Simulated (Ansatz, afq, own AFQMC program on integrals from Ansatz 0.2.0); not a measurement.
**GePH⁺, doublet in cc-pVDZ, levels against CCSDTQ**

```xyz
3

Ge    0.0000    0.0000    0.1578
P     0.0000    0.0000   -1.8373
H     0.0000    0.0000    1.6795
```

Connectivity, by distances: GeH–P.

Basis cc-pVDZ. Noble-gas cores (and the filled d shells of Ga–Kr and In–Xe) are frozen. AFQMC by an in-house program on the Cholesky factors that Ansatz 0.2.0 writes for its CCSD(T) run. The CISD trial takes its coefficients from CCSD amplitudes. Released means that phaseless walkers are propagated on without the constraint, phases kept. Uncertainties: one standard error, sampling alone. No spin–orbit coupling.

Determinant: ROHF, the one that the program's search chose, which needn't be the lowest solution. The geometry is a PBE0/def2-TZVP stationary point of this or a neighbouring charge and spin state.

No full CI on the walks' own integrals is used here; CCSDTQ serves as the reference and is uncertain by about the last step of the cluster series.

Cautions: no relativity below Rb; no spin-orbit coupling; inner d shell frozen; higher spins were not checked; a spin-contaminated unrestricted determinant lies lower (UHF 124 meV lower, ⟨S²⟩ 0.99); the released energies are still falling, so no released level is given (meV from the phaseless value at times in 1/Eh: -4 ± 4 at 0.24, -12 ± 3 at 0.51, -19.2 ± 2.5 at 0.99, -24.2 ± 2.3 at 1.62, -30 ± 3 at 2.40), though the last usable value meets CCSDTQ within the noise.

- T1 diagnostic: 0.0235
- weight of the determinant in the CISD state: 0.862
- size of the correlated space: 9 electrons in 31 orbitals

Reference: CCSDTQ, correlation energy -5.567 eV.

```
        level  E − E(reference) (kJ/mol)  share of correlation (%)
           HF                      537.1                      0.00
          MP2                      105.4                     80.38
         CCSD                       29.7                     94.47
      CCSD(T)                        5.7                     98.94
        CCSDT                        2.1                     99.62
     CCSDT(Q)                        0.1                     99.98
ph-AFQMC/CISD                  3.0 ± 0.5                     99.45
```

CCSDT and higher add their correlation energy to the determinant of the CCSD(T) run, since their own runs factorise the integrals more tightly (a shift of under 2 meV). A walk keeps the symmetry of its determinant, which the program's search chose and which needn't be the lowest solution, so a lower state of the same spin and another symmetry isn't excluded.
